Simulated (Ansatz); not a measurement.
The first iterations of a band of BClFH + H2 (6 atoms, charge 0, multiplicity 1).

Theory: RKS B3LYP/def2-SVP (Ansatz).

- movable images: 3
- climbing image: yes
- spring: 5.0 eV/Å²
- optimiser: quadratic models (default)
- start path: through a guess of the saddle point
- force threshold: 0.05 eV/Å
- iteration limit: 60
- end points: relaxed

Initial state:

```xyz
6
Properties=species:S:1:pos:R:3
B -0.024 0.563 0.133
Cl -0.080 1.021 1.826
H 1.022 0.426 -0.438
F -1.154 0.376 -0.511
H 0.033 -2.673 0.550
H 0.209 -2.384 1.231
```

Final state:

```xyz
6
Properties=species:S:1:pos:R:3
B 0.059 -0.288 -0.536
Cl 0.224 -0.184 2.499
H 0.924 0.548 -0.630
F -1.200 0.101 -0.652
H 0.271 -1.472 -0.426
H -0.273 -1.376 2.536
```

| iteration | highest image above the first end (eV) | largest band force component (eV/Å) |
| --- | --- | --- |
| 1 | 2.683 | 5.821 |
| 2 | 1.721 | 1.981 |
| 3 | 1.522 | 1.290 |
| 4 | 1.382 | 1.149 |

Q: Does the band converge within its limit, and where does its top end?

A: It converged. It ended after 13 iterations with the highest image 1.496 eV above the first end. Neighbouring images differ by up to 1.3 eV, so the band resolves the path poorly. Another band between the same ends (5 images) ends at a top of the same energy, where a vibrational analysis finds 1 clearly imaginary mode. So few images can step over the top or miss a turn of the path. The orbitals stay closed-shell, which can raise the energy where a bond breaks towards radicals; this wasn't checked here.

Run time: 64 s on 1 thread of Arm Neoverse V1, on a shared host, peak memory 0.11 GiB.
